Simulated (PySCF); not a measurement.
Working out the electron affinity of C

C⁻ [He] 2s2 2p3 (4S) → C [He] 2s2 2p2 (3P). Computed with PySCF 2.14 in def2-QZVPPD (8s4p4d2f1g, 63 functions), with the non-relativistic Hamiltonian (point nucleus). Frozen: nothing. Energies in hartree (1 hartree = 27.21139 eV):

```csv
part,C⁻ (lower),C (upper)
UHF,-37.708326,-37.693649
MP2 opposite-spin,-0.087563,-0.077009
MP2 same-spin,-0.033774,-0.015221
```

What does Hartree-Fock give?

(-37.693649) − (-37.708326) = 0.014677 hartree = 0.399 eV.

What do MP2 and SCS-MP2 (6/5 opposite-spin, 1/3 same-spin) give?

The opposite-spin parts differ by 0.287 eV and the same-spin parts by 0.505 eV. MP2: 0.399 + (0.287) + (0.505) = 1.191 eV. SCS-MP2: 0.399 + 1.2 × (0.287) + (0.505)/3 = 0.912 eV.

A first-order spin-orbit estimate adds -0.004 eV to MP2 (valence and next inner shell), giving 1.187 eV against 1.262 eV (measured; photodetachment measurements, as compiled on the Wikipedia data page of electron affinities).

What remains against the reference includes basis incompleteness and correlation beyond second order.
